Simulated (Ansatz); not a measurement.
# MgH2O (SMILES [OH][MgH]): functionals against CCSD(T) at one geometry

The task here is to estimate one member of a computed series from the others.

The runs use Ansatz 0.2.0, Gaussian basis; single points in def2-TZVPP.

Cores are frozen in the correlated methods. The outer core shell of Li, Na, Mg and K is correlated.

## Starting geometry

4 atoms, charge 0, spin multiplicity 1.

Atoms are counted from 1 here; the program's logs count them from 0.

Bond lengths: O1–Mg2 1.683 Å, O1–H3 0.973 Å, Mg2–H4 1.583 Å. Angles: Mg2–O1–H3 171.0°, O1–Mg2–H4 175.0°.

Geometry (Å):

```xyz
4

O     0.3228   -0.8590    0.4605
Mg   -0.2822    0.5249   -0.2815
H     0.7502   -1.5632    0.9782
H    -0.7236    1.8529   -1.0217
```

The first run:

Contents of run/in.yaml:

```yaml
crystal:
  periodic: [false, false, false]
  atoms:
    - {symbol: O, position_ang: [0.322800, -0.859000, 0.460500]}
    - {symbol: Mg, position_ang: [-0.282200, 0.524900, -0.281500]}
    - {symbol: H, position_ang: [0.750200, -1.563200, 0.978200]}
    - {symbol: H, position_ang: [-0.723600, 1.852900, -1.021700]}
basis:
  gaussian: {orbitals: def2-TZVPP}
correlation: {method: ccsd_t}
output: {forces: true}
```

No record of the launch command was kept for these runs.

Among the steps run: CCSD(T)/def2-TZVPP; PBE0-D4/def2-TZVPP; wB97M-V/def2-TZVPP; r2SCAN-D4/def2-TZVPP; PBE-D4/def2-TZVPP; r2SCANh-D4/def2-TZVPP; r2SCAN0-D4/def2-TZVPP.

One table of the session follows, with a row left open; its other results are not shown here.

```
    method  RMS force component (eV/Å)  angle to CCSD(T) forces (°)  dipole (D)
   CCSD(T)                       1.246                    reference        0.87
   PBE0-D4                       1.240                          2.3        0.83
   wB97M-V                       1.255                          1.1        0.87
 r2SCAN-D4                       1.213                          2.0        0.91
    PBE-D4                       1.145                          7.3        0.81
r2SCANh-D4                           ?                            ?           ?
r2SCAN0-D4                       1.294                          5.2        0.89
```

Q: Estimate the row for r2SCANh-D4 from the others.

Worked estimate for «RMS force component (eV/Å)». Against the share of exact exchange, r2SCAN-D4 (0, 1.213), r2SCAN0-D4 (0.25, 1.294) give a slope of 0.324 per unit share; at 0.1 the line stands at 1.245.

The run gave: RMS force component (eV/Å): 1.245; angle to CCSD(T) forces (°): 2.7; dipole (D): 0.90. In «RMS force component (eV/Å)» the line misses by 0.000.
